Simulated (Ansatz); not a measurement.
Working through a ranking of conformers of C4H8S2, SMILES CSCC(C)=S

With Ansatz's Python interface.

The cells in order, each with its output:

**Cell 1**
```python
from dataclasses import dataclass

import ansatz as az
from rdkit import Chem
from rdkit.Chem import AllChem


@dataclass
class Options:
    basis: str = "def2-SVP"
    method: str = "mp2"
```

**Cell 2**
```python
cfg = Options()

rd = Chem.AddHs(Chem.MolFromSmiles("CSCC(C)=S"))
ids = list(AllChem.EmbedMultipleConfs(rd, numConfs=20, randomSeed=791, pruneRmsThresh=0.4))
field = [energy for _, energy in AllChem.MMFFOptimizeMoleculeConfs(rd)]
distinct = {round(e, 2): i for i, e in zip(ids, field)}
chosen = sorted(distinct.items())[:4]
found = []
for force_field, index in chosen:
    geometry = az.Crystal.molecule()
    for atom, xyz in zip(rd.GetAtoms(), rd.GetConformer(index).GetPositions()):
        geometry = geometry.atom(atom.GetSymbol(), xyz.round(5).tolist())
    model = (
        geometry.calculation()
        .basis(gaussian=cfg.basis)
        .correlation(cfg.method)
    )
    found.append(model.run(threads=1, pin="off").report["free_energy_ev"])
print("conformer   MMFF (kcal/mol)   this level (eV)")
for (force_field, index), e in zip(chosen, found):
    print(f"{index:9d} {force_field - chosen[0][0]:17.2f} {(e - min(found)):17.3f}")
```
Output:
```text
conformer   MMFF (kcal/mol)   this level (eV)
        7              0.00             0.000
        8              0.74             0.137
        4              3.02             0.175
```

The conformers keep their force-field geometries. It ran for 11 s on 1 thread of Intel(R) Xeon(R) 6975P-C (Granite Rapids) (shared host), peak memory 0.43 GiB.

(Lines on the test bed's own set-up are left out of the output.)
